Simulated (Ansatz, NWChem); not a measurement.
BHO2 (oxoborinic acid): from total energies to a heat of formation

The species is BHO2 (4 atoms), meant as a singlet with charge 0. SMILES: `O=BO`. The coordinates come from a PBE0-D4/def2-TZVP relaxation.

```csv
atom,x (Å),y (Å),z (Å)
O,-1.5551,0.5235,0.4285
B,-0.4239,0.1320,0.2486
O,0.8167,-0.3020,0.1086
H,1.1623,-0.3535,-0.7857
```

Total energies at CAM-B3LYP/def2-TZVPP (NWChem 7.3.0); the atoms run unrestricted:

| species | state | energy (Eh) |
| --- | --- | --- |
| BHO2 | singlet | -176.002561 |
| O | triplet | -75.073255 |
| B | doublet | -24.640676 |
| H | doublet | -0.498811 |

Harmonic wavenumbers at PBE0-D4/def2-TZVP, in cm⁻¹: 462, 520, 937, 1040, 2114, 3904.

Measured heats of formation of the gaseous atoms at 298.15 K, in kJ/mol: O 249.2, B 570.3, H 218.0. Spin-orbit lowering of the atoms at 298 K (mean of the ground term's levels less their thermal mean, from spectra), in kJ/mol: O 0.40, B 0.00. Take 1 Eh = 2625.50 kJ/mol, 1 cm⁻¹ = 0.0119627 kJ/mol, RT = 2.479 kJ/mol.

**Question.** Work out the heat of formation of the gas at 298 K.

**Answer.** 
1. Electronic atomisation energy: 2 × (-75.073255) + (-24.640676) + (-0.498811) − (-176.002561) = 0.716564 Eh = 1881.3 kJ/mol.
2. Zero-point energy: half the sum of the wavenumbers, 4488.5 cm⁻¹ = 53.7 kJ/mol.
3. Thermal vibrational enthalpy, Σ hcν̃/(exp(hcν̃/kT) − 1): 1.4 kJ/mol. Translation, rotation and pV of a non-linear molecule: 4 RT = 9.9 kJ/mol.
4. The 4 free atoms carry 5/2 RT each: 24.8 kJ/mol.
5. Spin-orbit coupling lowers the free atoms by 2 × 0.40 + 0.00 = 0.8 kJ/mol.
6. Atomisation enthalpy at 298 K: 1881.3 − 0.8 − 53.7 − 1.4 − 9.9 + 24.8 = 1840.3 kJ/mol.
7. Sum of the atoms' heats of formation: 1286.7 kJ/mol. Heat of formation: 1286.7 − 1840.3 = -553.6 kJ/mol.

The tabulated value is -560.7 kJ/mol (NIST-JANAF tables; in doubt: it rests on an older heat of the boron atom), so this level is off by +7.1 kJ/mol, or 0.4 % of the atomisation enthalpy that the table implies (1847.4 kJ/mol). Anharmonicity and any spin-orbit splitting of the molecule are left out.
